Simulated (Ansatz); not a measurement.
Geometry optimisation, RKS PBE0/6-31G* (Ansatz).

The input (input.yaml):

```yaml
crystal:
  periodic: [false, false, false]
  atoms:
    - { symbol: "N", position_ang: [-0.62208, 0.44528, 0.19204] }
    - { symbol: C, position_ang: [0.54282, -0.20844, -0.13742] }
    - { symbol: S, position_ang: [1.45285, -0.78636, 1.14197] }
    - { symbol: S, position_ang: [0.9003, -0.30407, -1.76889] }
    - { symbol: H, position_ang: [-0.97917, 0.2868, 1.12265] }
    - { symbol: H, position_ang: [-1.29473, 0.56679, -0.55035] }
total_charge: -1
basis:
  gaussian: { orbitals: "6-31G*" }
hamiltonian:
  xc: pbe0
relax:
  f_tol: 0.015
  max_steps: 40
```

Run as:

```bash
$ ansatz run input.yaml --threads 1 --pin off --max-ram 2048MiB --backend cpu --events-out ev --progress --plain --runs-dir out
```

**Question.** Where does it end, and by what steps?

**Answer.** It converged. Limits of this set-up: an anion without diffuse functions. After 5 steps the energy has fallen by 0.041 eV; S3 moved furthest, 0.04 Å.

```csv
step,energy less start (eV),largest force component (eV/Å),accepted
0,0.0000,1.182,yes
1,-0.0310,0.547,yes
2,-0.0168,0.679,no
3,-0.0414,0.042,yes
4,-0.0414,0.022,yes
5,-0.0414,0.005,yes
```

```xyz
6
Properties=species:S:1:pos:R:3
N -0.622 0.457 0.194
C 0.542 -0.203 -0.136
S 1.457 -0.795 1.177
S 0.892 -0.300 -1.804
H -0.975 0.281 1.124
H -1.294 0.560 -0.555
```

Whether the end is a true minimum wasn't checked by a vibrational analysis.

The run took 19 s on 1 thread of Intel(R) Xeon(R) Processor @ 2.70GHz, with other jobs on the host, peak memory 0.15 GiB.
